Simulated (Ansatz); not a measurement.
`FC(F)C1CO1` + H₂ → `FCC1CO1` + H–F at 400 K and 1 bar (hydrogenolysis of a C–F bond).

Program: Ansatz. Geometries: PBE0-D4/def2-TZVP. ΔE: electronic, gas phase. CBS: MP2 limit from def2 TZ/QZ plus the TZ coupled-cluster correction, frozen cores. This one scheme is used for every species. One conformer a species, not always the lowest.

| species | CCSD(T)/CBS energy (Eh) | H − E (kJ/mol) | S (J/(mol·K)) |
| --- | --- | --- | --- |
| `FC(F)C1CO1` | -391.26579 | 214.4 | 346.1 |
| H₂ | -1.17544 | 38.0 | 139.0 |
| `FCC1CO1` | -292.07179 | 232.0 | 327.2 |
| H–F | -100.39570 | 36.5 | 182.2 |

H − E and S are ideal-gas, rigid-rotor, harmonic terms from PBE0-D4/def2-TZVP, for one conformer and one mirror image of each species. The MP2-based limit puts H₂ 0.8 mEh under its directly extrapolated value; such offsets cancel only in part. 1 Eh = 2625.50 kJ/mol, R = 8.31446 J/(mol·K).

**Question.** By hand: ΔE, ΔH, ΔS and ΔG.

**Answer.** ΔE = (-292.07179) + (-100.39570) − (-391.26579) − (-1.17544) = -0.02626 Eh = -68.9 kJ/mol. Δ(H − E) = 232.0 + 36.5 − 214.4 − 38.0 = 16.1, so ΔH = -52.8 kJ/mol. ΔS = 327.2 + 182.2 − 346.1 − 139.0 = 24.3 J/(mol·K). ΔG = -52.8 − 400 × (24.3)/1000 = -62.5 kJ/mol.

**Question.** By hand: the equilibrium constant, and the temperature at which ΔG would vanish if ΔH and ΔS stayed fixed.

**Answer.** log₁₀ K = −ΔG/(RT ln 10) = 8.2. ΔH and −TΔS have one sign here, so there is no such temperature.

ΔH outweighs TΔS. A doubt of 5 kJ/mol in ΔE shifts log₁₀ K by 0.7 here. Other conformers and mirror images would add mixing entropy, several J/(mol·K) or more a flexible species. These are equilibria of isolated gas molecules and say nothing of rates. Largest T1 diagnostic: 0.012 (customary marks: 0.02 for closed shells, 0.045 for open ones).
